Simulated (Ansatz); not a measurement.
System: 1T (CdI2-type) ZrSe2. Method: LDA+SOC (Ansatz, an electronic-structure program, plane waves, PAW).

Numerical settings: plane-wave cutoff 520 eV, 12×12×6 k mesh (along the axes of the cell as run), Fermi–Dirac smearing 0.01 eV, PAW data made under PBE.

Cell (measured lattice):

```cif
data_Se2Zr
_chemical_formula_sum 'Zr1 Se2'
_space_group_name_H-M_alt 'P 1'
_space_group_IT_number 1
_cell_length_a 3.77000
_cell_length_b 3.77000
_cell_length_c 6.12800
_cell_angle_alpha 90.000
_cell_angle_beta 90.000
_cell_angle_gamma 120.000
loop_
_space_group_symop_operation_xyz
  'x, y, z'
loop_
_atom_site_label
_atom_site_type_symbol
_atom_site_fract_x
_atom_site_fract_y
_atom_site_fract_z
_atom_site_occupancy
Zr1 Zr 0.00000 0.00000 0.00000 1
Se1 Se 0.33333 0.66667 0.25600 1
Se2 Se 0.66667 0.33333 0.74400 1
```

Q: Estimate the band gap and smallest direct gap on the k points sampled that the calculation returns.

A: 
* **band gap**: 0.02 eV (under three smearing widths, so not firm)
* **smallest direct gap on the k points sampled**: 0.80 eV

Measured, for comparison: band gap 1.18 eV (temperature not stated, no zero-point or thermal correction, fundamental, indirect, our sources range from 0.90 to 1.20; as tabulated in Rybak et al. (2022), arXiv:2210.12074). Computed (rounded) less measured: band gap not scored (sources differ).

Note: cell and atoms aren't relaxed at this level (pressure -3.0 GPa).

Computed values are for the static lattice.

The result took around 4 core-minutes (rough).
